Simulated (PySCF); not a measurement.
Species: P₄.
SMILES: `p12p3p1p23`

Jobs on this species (4 atoms, 60 electrons) with PySCF (density fitting). Hardware of each: Arm Neoverse V1, one thread, shared host. Other jobs ran on the host; a repeat could differ by tens of per cent or more.

Question: Rank these jobs by wall time, shortest first.
A. PBE0/STO-3G; shieldings, ring-centre shieldings, charges and field gradients; 36 basis functions
B. WP04/pcSseg-2; shieldings, ring-centre shieldings; 172 basis functions
C. PBE0-D3(BJ)/def2-SVP, grid level 1; geometry optimisation from a GFN2-xTB start; 72 basis functions
D. PBE0/def2-SVP; shieldings, ring-centre shieldings, charges and field gradients; 72 basis functions

Answer: A (1.3 s), D (2.7 s), B (8.1 s), C (14 s).

All jobs:

```json
{"level and settings": "PBE0/STO-3G", "work": "shieldings, ring-centre shieldings, charges and field gradients", "basis functions": "36", "SCF cycles": "8", "wall time": "1.3 s"}
{"level and settings": "PBE0/6-31G", "work": "shieldings, ring-centre shieldings, charges and field gradients", "basis functions": "52", "SCF cycles": "10", "wall time": "2.5 s"}
{"level and settings": "PBE0/def2-SVP", "work": "shieldings, ring-centre shieldings, charges and field gradients", "basis functions": "72", "SCF cycles": "11", "wall time": "2.7 s"}
{"level and settings": "PBE0/6-31G*", "work": "shieldings, ring-centre shieldings, charges and field gradients", "basis functions": "72", "SCF cycles": "11", "wall time": "3.4 s"}
{"level and settings": "PBE0/6-311+G(2d,p)", "work": "shieldings, ring-centre shieldings, charges and field gradients", "basis functions": "140", "SCF cycles": "11", "wall time": "6.4 s"}
{"level and settings": "PBE0/def2-TZVP", "work": "shieldings, ring-centre shieldings, charges and field gradients", "basis functions": "148", "SCF cycles": "11", "wall time": "7.5 s"}
{"level and settings": "WP04/pcSseg-2", "work": "shieldings, ring-centre shieldings", "basis functions": "172", "SCF cycles": "11", "wall time": "8.1 s"}
{"level and settings": "PBE0-D3(BJ)/def2-SVP, grid level 1", "work": "geometry optimisation from a GFN2-xTB start", "basis functions": "72", "SCF cycles": "47", "wall time": "14 s"}
{"level and settings": "LC-wPBE/pcSseg-2", "work": "shieldings, ring-centre shieldings", "basis functions": "172", "SCF cycles": "13", "wall time": "15 s"}
```

Question: What do all jobs in the table cost together?

Answer: About 61 s; the longest takes about 25 % of that, and about 12 times as long as the shortest.
